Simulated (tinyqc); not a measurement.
The basis set: RHF and MP2 along a ladder of basis sets, for H3O+, spin multiplicity 1. Computed by the program tinyqc with PySCF. 

Geometry (angstrom):
```
atom,x,y,z
O,0.0000,0.0000,0.1130
H,0.9420,0.0000,0.0000
H,-0.4710,0.8160,0.0000
H,-0.4710,-0.8160,0.0000
```

Same geometry throughout; the dipole is taken about the origin.

RHF and frozen-core MP2 in a ladder of bases:
```
basis,functions,E(RHF) (hartree),E(MP2 corr) (hartree),HOMO (eV),LUMO (eV),dipole (debye)
sto-3g,8,-75.324451,-0.042894,-24.7943,3.1030,0.3736
3-21g,15,-75.887566,-0.123915,-25.6390,-1.9577,0.4732
6-31g,15,-76.274505,-0.125007,-25.7174,-2.8820,0.4868
6-31g**,29,-76.308827,-0.191317,-25.6407,-2.7630,0.3066
cc-pvdz,29,-76.309331,-0.199629,-25.6380,-3.1911,0.2671
aug-cc-pvdz,50,-76.316890,-0.208422,-25.6623,-4.5489,0.2376
cc-pvtz,72,-76.338768,-0.253622,-25.6957,-3.7596,0.2434
```

From cc-pVDZ to cc-pVTZ the RHF energy falls by 29.4 mhartree and the correlation energy by 54.0. If valence correlation converges as X^-3, (27 E(T) - 8 E(D))/19 gives -0.2764 hartree, a rough estimate from such small X that usually falls short; STO-3G holds about 16 % of it. Beyond STO-3G the LUMO moves by 2.6 eV and the HOMO by 0.1 eV.
